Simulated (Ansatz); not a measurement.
Relative stability

The two ends of one reaction step of CH8OSi, closed shell (PBE0-D4/def2-TZVP).

A:

Si1  (-0.804, 0.358, -0.716)
O2  (0.477, -1.855, 1.479)
H3  (-1.559, 1.178, -1.703)
H4  (-1.679, 0.178, 0.477)
C5  (0.814, 1.165, -0.258)
H6  (0.295, -2.372, 0.691)
H7  (-0.588, -0.986, -1.324)
H8  (-0.388, -1.647, 1.841)
H9  (1.446, 1.293, -1.139)
H10  (0.645, 2.149, 0.185)
H11  (1.342, 0.540, 0.466)
(Å)

B:

```tsv
atom	x (Å)	y (Å)	z (Å)
Si1	-0.8934	0.4750	0.5798
O2	-0.8082	-1.1660	0.3963
H3	-2.1639	0.9989	-0.0006
H4	-0.8836	0.8385	2.0266
C5	0.5788	1.1880	-0.2939
H6	1.2052	-2.2075	-0.8545
H7	1.8115	-2.4440	-1.2230
H8	-1.4991	-1.6961	0.7944
H9	0.5639	0.9265	-1.3543
H10	0.5816	2.2778	-0.2099
H11	1.5072	0.8088	0.1389
```

Ansatz 0.2.0; basis: def2-TZVPP; cores frozen in the correlated methods. B3LYP uses VWN-RPA correlation.

Question: Which structure is lower at CCSD(T), and by how much? (Judge from chemistry; the value comes from the calculation.)

Answer: The calculation gives: B, by 0.653 eV (electronic energy, against the other). By their contacts, A is a complex of CH₆Si ([CH3][SiH3]) + H₂O and B is a complex of CH₆OSi ([CH3][SiH2][OH]) + H₂.

All methods give the same order:

| method | E(B) − E(A) (eV) |
| --- | --- |
| SPW92 | -0.577 |
| PBE-D4 | -0.593 |
| BLYP-D4 | -0.682 |
| r2SCAN-D4 | -0.693 |
| B97M-V | -0.659 |
| PBE0-D4 | -0.600 |
| B3LYP-D4 | -0.678 |
| r2SCAN0-D4 | -0.677 |
| BHLYP-D4 | -0.691 |
| CAM-B3LYP-D4 | -0.687 |
| wB97X-V | -0.656 |
| wB97M-V | -0.665 |
| B2PLYP | -0.693 |
| PBE-QIDH | -0.654 |
| RPA on PBE | -0.641 |
| HF | -0.685 |
| MP2 | -0.722 |
| CCSD | -0.645 |
| CCSD(T) | -0.653 |

T1 diagnostic: at most 0.010.

Labels in which every atom is bracketed show which atoms are joined, not bond orders.

For scale, one of the runs: CCSD(T)/def2-TZVPP, 216 basis functions, launched by `ansatz run in.yaml --threads 4 --pin off --events-out ev --progress --plain --max-ram 9574MiB`. The run took 62 s on 4 CPU threads of an Intel Xeon (shared host), with 3.1 GiB of host memory at its peak.
